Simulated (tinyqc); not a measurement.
Inside a calculation. Method: Pariser-Parr-Pople SCF with singles CI, for the molecule C=CC=C (SMILES; centres numbered as the heavy atoms are written). Computed by tinyqc, a small Python program that keeps every step. Settings: charge = 0, gamma = Ohno, start = huckel, damping = 0, iteration cap = 53, excitations kept = 6. Command: `OMP_NUM_THREADS=1 python tinyqc.py 24032 24033 out.jsonl` (the two numbers bound the seeds that draw the settings). One thread of a shared host (Intel(R) Xeon(R) Processor @ 2.60GHz), about 0.01 s of CPU time with the checks. Later iterations appear only in the table of the cycle.

## PPP integrals

Centres (angstrom, eV; a flat drawing with bonds scaled to 1.40 angstrom):
```
centre         x         y  core charge z         W  gamma_rr
1C      -1.84800  -0.12700              1  11.16000  11.13000
2C      -0.55900   0.42100              1  11.16000  11.13000
3C       0.55900  -0.42100              1  11.16000  11.13000
4C       1.84800   0.12700              1  11.16000  11.13000
```

Resonance integrals (eV):
```
i  j      beta
1  2  -2.39000
2  3  -2.39000
3  4  -2.39000
```

Ohno: gamma = 14.399645/sqrt(R^2 + a^2), a = 2 x 14.399645/(gamma_rr + gamma_ss); H_rr = -W_r - sum_(s != r) z_s gamma_rs; H_rs = beta for bonds.

repulsion gamma_rs (eV), lower triangle:
```
          1C        2C        3C        4C
1C  11.13000
2C   7.55197  11.13000
3C   5.23921   7.55502  11.13000
4C   3.66952   5.23921   7.55197  11.13000
```

core matrix H (eV), lower triangle:
```
           1C         2C         3C         4C
1C  -27.62069
2C   -2.39000  -31.50619
3C    0.00000   -2.39000  -31.50619
4C    0.00000    0.00000   -2.39000  -27.62069
```

## Starting guess

pi electrons, sum of z_r less the charge = 4

Orbitals of the Hueckel matrix of the beta values.

P at the start, lower triangle:
```
          1C       2C       3C       4C
1C   1.00000
2C   0.89443  1.00000
3C   0.00000  0.44721  1.00000
4C  -0.44721  0.00000  0.89443  1.00000
```

## Iteration 1: Fock matrix

F_rr = H_rr + P_rr gamma_rr / 2 + sum_(s != r) P_ss gamma_rs; F_rs = H_rs - P_rs gamma_rs / 2; E = tr P (H + F) / 2 + core repulsion sum_(r<s) z_r z_s gamma_rs.

F (eV), lower triangle:
```
          1C        2C        3C        4C
1C  -5.59500
2C  -5.76734  -5.59500
3C   0.00000  -4.07935  -5.59500
4C   0.82053   0.00000  -5.76734  -5.59500
```

pi energy = -51.36243 eV

## Iteration 1: orbitals and new P

Diagonalise F (the basis is taken as orthonormal) and form P = 2 sum c c over the lowest orbitals.

orbital energies (eV): -13.49055  -10.23172  -0.95828  2.30055

P after iteration 1, lower triangle:
```
          1C       2C       3C       4C
1C   1.00000
2C   0.92040  1.00000
3C   0.00000  0.39098  1.00000
4C  -0.39098  0.00000  0.92040  1.00000
```

## Iteration 2: Fock matrix

As before.

F (eV), lower triangle:
```
          1C        2C        3C        4C
1C  -5.59500
2C  -5.86541  -5.59500
3C   0.00000  -3.86694  -5.59500
4C   0.71736   0.00000  -5.86541  -5.59500
```

pi energy = -51.43335 eV

## Iteration 2: orbitals and new P

As before.

orbital energies (eV): -13.46717  -10.31759  -0.87241  2.27717

P after iteration 2, lower triangle:
```
          1C       2C       3C       4C
1C   1.00000
2C   0.93141  1.00000
3C   0.00000  0.36398  1.00000
4C  -0.36398  0.00000  0.93141  1.00000
```

## Convergence

Stop when output and input P, before any damping, agree to 1e-7.

Course of the cycle:
```
iteration       E (eV)  largest |P(out) - P(in)|
1          -51.3624310                  5.62e-02
2          -51.4333526                  2.70e-02
3          -51.4490633                  1.27e-02
4          -51.4524720                  5.90e-03
5          -51.4532049                  2.74e-03
6          -51.4533619                  1.27e-03
7          -51.4533954                  5.85e-04
8          -51.4534026                  2.71e-04
9          -51.4534041                  1.25e-04
10         -51.4534044                  5.77e-05
11         -51.4534045                  2.67e-05
12         -51.4534045                  1.23e-05
13         -51.4534045                  5.69e-06
14         -51.4534045                  2.63e-06
15         -51.4534045                  1.21e-06
16         -51.4534045                  5.61e-07
17         -51.4534045                  2.59e-07
18         -51.4534045                  1.20e-07
19         -51.4534045                  5.53e-08
```

Converged in 19 iterations.

## Converged orbitals

Charges are z - P_rr.

orbital energies (eV): -13.43825  -10.38712  -0.80288  2.24825

coefficients:
```
        MO1       MO2       MO3       MO4
1C  0.40611   0.57886   0.57886  -0.40611
2C  0.57886   0.40611  -0.40611   0.57886
3C  0.57886  -0.40611  -0.40611  -0.57886
4C  0.40611  -0.57886   0.57886   0.40611
```

pi charges: 1C 0.00000, 2C 0.00000, 3C 0.00000, 4C 0.00000

## Singles CI, singlets

Over the 4 single excitations with the smallest orbital gaps: A = (e_a - e_i) delta + 2 (ia|jb) - (ij|ab), with (pq|rs) = sum c_mp c_mq gamma_mn c_nr c_ns. f = 2/3 w |mu|^2 in atomic units, mu = sqrt2 sum c_ia sum_m c_mi c_ma R_m.

singlet CI matrix (eV), lower triangle:
```
         2>3       1>3      2>4      1>4
2>3  5.13408
1>3  0.00000   7.11316
2>4  0.00000  -0.01585  7.11316
1>4  0.58184   0.00000  0.00000  9.25296
```

singlet excitation energies (eV): 5.05347  7.09732  7.12901  9.33357

oscillator strengths: 1.08711  0.00000  0.00000  0.15022

## Singles CI, triplets

Over the 4 single excitations with the smallest orbital gaps: A = (e_a - e_i) delta - (ij|ab), with (pq|rs) = sum c_mp c_mq gamma_mn c_nr c_ns.

triplet CI matrix (eV), lower triangle:
```
         2>3      1>3      2>4      1>4
2>3  2.41705
1>3  0.00000  5.36640
2>4  0.00000  1.73091  5.36640
1>4  1.73091  0.00000  0.00000  7.85818
```

triplet excitation energies (eV): 1.91310  3.63549  7.09732  8.36214
